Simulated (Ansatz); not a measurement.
Ansatz (a program for electronic structure) input:

Ansatz 0.2 input:
```yaml
crystal:
  periodic: [false, false, false]
  atoms:
    - {symbol: O, position_ang: [0.00702152, 0.00134342, 0.11666744]}
    - {symbol: H, position_ang: [-0.04995842, 0.75929218, -0.47415850]}
    - {symbol: H, position_ang: [-0.00621371, -0.77003954, -0.45918106]}
basis:
  gaussian:
    orbitals: def2-TZVP
hamiltonian:
  xc: b3lyp
  dispersion: d3bj
phonons: {temperatures: {t_min: 298.15, t_max: 298.15, t_step: 100}}
```

Task: Predict the final energy.

Result: -76.46357 Eh (B3LYP-D3(BJ)/def2-TZVP). The basis has 43 functions.
